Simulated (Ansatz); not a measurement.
**SiNH₅ (singlet): wave-function methods side by side at distance Si1–N2 = 2.408 Å, cc-pVTZ**

The task here is to estimate one member of a computed series from the others.

The runs use Ansatz 0.2.0, Gaussian basis; cc-pVTZ, core rule «outside noble gas», up to 6 orbitals frozen.

To be run: UHF; CCSD(T) on RHF; BCCD(T) on RHF; CCSDT(Q) on RHF.

## The geometry

The geometry derives from a PBE0/def2-TZVP stationary point (not a proven minimum). One bond is set to the value named and the two fragments are kept rigid.

7 atoms, charge 0, spin multiplicity 1.

Atoms are counted from 1 here; the program's logs count them from 0.

Bond lengths: Si1–H3 1.486 Å, Si1–H4 1.486 Å, Si1–H5 1.494 Å, N2–H6 1.007 Å, N2–H7 1.007 Å. Angles: H3–Si1–H4 110.5°, H3–Si1–H5 107.3°, H4–Si1–H5 107.3°, H6–N2–H7 110.6°.

Set-up of the first run:

File in.yaml:

```yaml
crystal:
  periodic: [false, false, false]
  atoms:
    - {symbol: Si, position_ang: [-0.020206, 0.000000, 0.806201]}
    - {symbol: N, position_ang: [0.071049, 0.000000, -1.600069]}
    - {symbol: H, position_ang: [0.675414, -1.220684, 1.289421]}
    - {symbol: H, position_ang: [0.675412, 1.220686, 1.289421]}
    - {symbol: H, position_ang: [-1.387388, -0.000001, 1.408842]}
    - {symbol: H, position_ang: [-0.193871, -0.828320, -2.108372]}
    - {symbol: H, position_ang: [-0.193872, 0.828319, -2.108372]}
basis:
  gaussian: {orbitals: cc-pVTZ}
magnetization: {spin_polarized: true, initial_magnetization: 0}
hamiltonian: {xc: hf}
output: {orbitals: {seedname: orbitals}}
```

On the command line:

```sh
ansatz run in.yaml --threads 1 --pin off --events-out ev --progress --plain --max-ram 2816MiB --backend cpu
```

Steps of the session up to this table: UHF; CCSD(T) on RHF; BCCD(T) on RHF; CCSDT(Q) on RHF.

One table of the session follows, with a row left open; its other results are not shown here.

| method | from RCCSDT(Q) (meV) |
| --- | --- |
| RHF | +11139.7 |
| RMP2 | +1304.3 |
| RCCSD | +457.3 |
| RCCSD(T) | ? |
| BCCD(T) | +52.3 |
| RCCSDT | +27.8 |
| RCCSDT(Q) | 0 |

Estimate the missing values for RCCSD(T).

**Answer.** from RCCSDT(Q) (meV): +53.0. In the column «from RCCSDT(Q) (meV)» it lies between BCCD(T) (+52.3) and RCCSD (+457.3).
